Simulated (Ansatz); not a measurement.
`C#CCOCF` and `C#CCOC=O` differ in one atom or group.

Ansatz, PBE0-D4/def2-TZVP geometries, multiplicity 1. Each molecule was computed in one conformer, which needn't be the lowest.

```
                                          property  `C#CCOCF`
               LUMO energy (B3LYP/def2-TZVPP) / eV       0.02
    size of the dipole moment (PBE/def2-TZVPP) / D       1.34
size of the dipole moment (ωB97M-V/def2-TZVPP) / D       1.48
             HOMO energy (ωB97M-V/def2-TZVPP) / eV     -10.43
               HOMO energy (B3LYP/def2-TZVPP) / eV      -7.92
  size of the dipole moment (B3LYP/def2-TZVPP) / D       1.47
```

(1) What does the change do to each property? (An estimate is asked.)

Results:

(1) The calculation gave: 
| property | `C#CCOC=O` | shift |
| --- | --- | --- |
| LUMO energy (B3LYP/def2-TZVPP) / eV | -0.43 | -0.45 |
| size of the dipole moment (PBE/def2-TZVPP) / D | 1.67 | 0.33 |
| size of the dipole moment (ωB97M-V/def2-TZVPP) / D | 1.69 | 0.21 |
| HOMO energy (ωB97M-V/def2-TZVPP) / eV | -10.46 | -0.03 |
| HOMO energy (B3LYP/def2-TZVPP) / eV | -7.94 | -0.02 |
| size of the dipole moment (B3LYP/def2-TZVPP) / D | 1.71 | 0.24 |

Dipoles are sizes alone; their direction can turn.

B3LYP here is the variant with VWN-RPA as its local correlation; programs differ in this.
